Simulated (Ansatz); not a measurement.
`N=C(N)S`, relaxed with RKS PBE-D4/def2-SVP in the Gaussian-basis code of Ansatz from a rough embedded geometry. The force threshold is 0.03 eV/Å; the program also tests the step.

Total charge 0; spin multiplicity 1.

Start:

```xyz
8

N     0.606   -0.972    1.022
C     0.210   -0.197    0.169
N    -0.752    0.668    0.418
S     0.802   -0.223   -1.416
H     1.383   -1.579    0.604
H    -1.259    0.457    1.304
H    -1.449    0.846   -0.344
H     0.459    1.001   -1.756
```

```
step  energy (eV)  largest force (eV/Å)  largest move (Å)
   1  -14900.9713                 4.636             0.000
   2  -14901.5148                 1.384             0.118
   3  -14901.5860                 0.857             0.055
   4  -14901.6005                 0.366             0.089
   5  -14901.6078                 0.198             0.044
   6  -14901.6098                 0.092             0.034
   7  -14901.6109                 0.045             0.022
   8  -14901.6110                 0.024             0.012
```

End:

```xyz
8

N     0.623   -1.055    1.047
C     0.168   -0.264    0.147
N    -0.822    0.662    0.416
S     0.755   -0.235   -1.576
H     1.449   -1.571    0.716
H    -1.232    0.538    1.347
H    -1.507    0.824   -0.324
H     0.567    1.101   -1.773
```

Run time 3.1 s (4 threads of an Intel Xeon 6975P-C on a shared host); peak host memory 0.14 GiB.
